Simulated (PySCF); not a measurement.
These 3 structures share the formula C3H7OP. Computed with PySCF 2.14.0, PBE0-D3(BJ)/def2-SVP geometry optimisation, gas phase. Energies are electronic, without zero-point or thermal terms, for one conformer each. No frequencies were run at this level. Point groups hold within 0.08 Å.

Problem. Order them by energy at this level, lowest first, and give relative energies in kJ/mol.
A. `C[C@@H]1C[P@@H]1=O`
B. `[CH3:1][PH:2][C:3]([CH3:4])=[O:5]` with C1–P2–C3–C4 48°
C. `CP1(=O)CC1`

Solution. B (0.0), C (25.4), A (57.4).

As drawn, the lowest has a C=O bond, which the highest lacks; the highest has a three-membered ring and a P=O bond, which the lowest lacks.

```tsv
SMILES	E (Eh)	E rel (kJ/mol)	dipole (D)	point group	A, B, C (MHz)
CPC(C)=O	-534.50095	0.0	3.11	C1	6117, 2877, 2196
CP1(=O)CC1	-534.49128	25.4	3.99	–	5537, 4178, 3029
C[C@@H]1C[P@@H]1=O	-534.47909	57.4	3.79	C1	6808, 3334, 2674
```

Problem. How do the relative energies change in single points at PBE0/pcSseg-1 (no added dispersion term) on the same geometries?

Solution. 
| SMILES | PBE0-D3(BJ)/def2-SVP (kJ/mol) | PBE0/pcSseg-1 (kJ/mol) | shift |
| --- | --- | --- | --- |
| CPC(C)=O | 0.0 | 0.0 | 0.0 |
| CP1(=O)CC1 | 25.4 | 14.8 | -10.6 |
| C[C@@H]1C[P@@H]1=O | 57.4 | 50.0 | -7.4 |

Each column counts from its own lowest isomer. The order is unchanged; the largest shift is 10.6 kJ/mol.

Problem. As an exercise, what shares would exp(−E/RT) give at 1000 K from these electronic energies alone (no entropy, no degeneracies)?

Solution. RT = 8.314 kJ/mol: CPC(C)=O 95.4 %, CP1(=O)CC1 4.5 %, C[C@@H]1C[P@@H]1=O 0.1 %.
